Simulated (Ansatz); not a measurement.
Ansatz (a first-principles code) input (HF/6-31G*):

Ansatz 0.2 input:
```yaml
crystal:
  periodic: [false, false, false]
  atoms:
    - {symbol: N, position_ang: [-0.00000000, -0.00000000, -0.12749440]}
    - {symbol: H, position_ang: [0.00000000, 0.00000000, 0.89246083]}
basis:
  gaussian:
    orbitals: 6-31G*
hamiltonian:
  xc: {name: HF}
phonons: {temperatures: {t_min: 298.15, t_max: 298.15, t_step: 100}}
```

Question: Which harmonic wavenumbers does it give?

Answer: 3605 cm⁻¹ (unscaled; negative means imaginary).
